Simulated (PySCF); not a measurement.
Level of theory: core-valence-separated Tamm–Dancoff BHandHLYP/aug-pcX-1 (pcseg-1 on H) in PySCF, non-relativistic, gas phase, PBE0-D3(BJ)/def2-SVP geometry. The energies are unshifted.

Main lines of an unknown, eV (oscillator strength): C K: 282.9 (0.109), 284.4 (0.140), 285.6 (0.022), 286.0 (0.039), 287.3 (0.064); O K: 533.7 (0.023), 535.6 (0.006), 535.9 (0.018), 536.1 (0.004). Listed: the first five lines at most of each edge with a tenth or more of its strongest line's intensity; roots within 0.03 eV on the same or equivalent atoms are summed. Only the lowest roots were sought, and the top ones are left out.

Task: Which candidate gives them?
A. `C1OC=CC1`
B. `C=COC=C`
C. `O=CC1CC1`
D. `OCC1C=C1`

Result: B. 

- `C=COC=C`: C K: 282.9 (0.109), 284.4 (0.140), 285.6 (0.022), 286.0 (0.039), 287.3 (0.064); O K: 533.7 (0.023), 535.6 (0.006), 535.9 (0.018), 536.1 (0.004). First C line listed at 282.9 eV, hole on the terminal =CH2 carbon (1s→π*); first O line listed at 533.7 eV, hole on the ether oxygen.
- `C1=COCC1`: C K: 283.2 (0.054), 284.3 (0.071), 285.5 (0.014), 285.8 (0.014), 286.1 (0.020); O K: 533.5 (0.014), 534.1 (0.020), 534.5 (0.013), 535.1 (0.005), 535.7 (0.020). First C line listed at 283.2 eV, hole on the alkene CH carbon (1s→π*); first O line listed at 533.5 eV, hole on the cyclic ether oxygen.
- `O=CC1CC1`: C K: 283.4 (0.079), 285.6 (0.054), 286.2 (0.028), 286.3 (0.017), 286.4 (0.049); O K: 528.5 (0.051). First C line listed at 283.4 eV, hole on the aldehyde carbon (1s→π*); first O line listed at 528.5 eV, hole on the aldehyde oxygen (1s→π*).
- `OCC1C=C1`: C K: 282.8 (0.118), 286.2 (0.012), 286.4 (0.019), 286.5 (0.017), 286.7 (0.034); O K: 532.1 (0.020), 533.8 (0.014), 534.3 (0.003), 534.5 (0.007), 534.5 (0.005). First C line listed at 282.8 eV, hole on the alkene CH carbon; first O line listed at 532.1 eV, hole on the alcohol oxygen.

One conformer each; other structures than these candidates weren't tested.

Conformer computed: `[CH2:1]=[CH:2][O:3][CH:4]=[CH2:5]`: C1–C2–O3–C4 180°, C2–O3–C4–C5 179°.
